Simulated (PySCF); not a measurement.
H₂S, SMILES S.

Geometry: PBE0-D3(BJ)/def2-TZVPD.

The numbers are results of PBE0-D3(BJ)/def2-TZVPD run with PySCF, not measurements.

Frequencies are harmonic and unscaled.

Computed vibrational spectrum:
```tsv
mode	ν (cm⁻¹)	IR (km/mol)	Raman (Å⁴/amu)	depolarisation	moving atoms (share of kinetic energy)
1	1204	0.3	4.2	0.69	H 97 %
2	2723	0.0	167.7	0.07	H 97 %
3	2738	0.2	66.3	0.75	H 97 %
```
